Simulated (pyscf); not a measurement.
This saddle point was located with ωB97X-D3(BJ)/def2-SVP in PySCF.

```xyz
11

O      0.3368    -0.3963     1.2771
Ga    -0.4636     0.0006    -0.5160
O      0.7297    -0.3863    -1.7958
O     -2.1547    -0.5780    -0.6471
H      1.2077    -0.8131     1.2754
H      0.4219    -1.0461    -2.4253
H     -2.5371    -0.8586     0.1905
N     -0.0619     1.7371     0.2859
H      0.3761     0.7748     1.1549
H      0.6320     2.3005    -0.2036
H     -0.8282     2.3445     0.5709
```

Surface: singlet, charge 0. Lowest wavenumbers (cm⁻¹): 1037i, 112, 129, 158, 193.

What reaction is this the transition state of?

HO–Ga(OH)–OH (SMILES [OH][Ga]([OH])[OH]) + NH₃ (SMILES N) <-> H₂O (SMILES O) + H₂N–Ga(OH)–OH (SMILES [NH2][Ga]([OH])[OH]), a four-centre exchange read from left to right: Ga–O, H–N broken and H–O, Ga–N formed. At ωB97M-D3(BJ)/def2-TZVP it lies -3.3 kcal/mol from the left side and -9.5 kcal/mol from the right (each side as separated species at their lowest minima found). On the reactant side the descent ends in an adduct with a Ga–N contact, 27.5 kcal/mol under the separated species and 22.7 kcal/mol under the saddle at ωB97X-D3(BJ)/def2-TZVP. On the product side the descent ends in an adduct with a Ga–O contact, 16.4 kcal/mol under the separated species and 5.8 kcal/mol under the saddle at ωB97X-D3(BJ)/def2-TZVP. At ωB97M-D3(BJ) the saddle lies under the separated reactants, which points to a path from their complex (located at ωB97X-D3(BJ) alone). At ωB97M-D3(BJ) the saddle lies under the separated products, which points to a path from their complex (located at ωB97X-D3(BJ) alone), and parting the products costs more than the saddle. What is counted as formed (Ga–N) is already present as a longer contact in the reactant adduct; forming that adduct is a step of its own. What is counted as broken (Ga–O) persists as a longer contact in the product adduct; parting that adduct is a step of its own. One saddle was located; it need not be the lowest between these sides. Elements up to Kr have no core potential and no relativistic terms here.
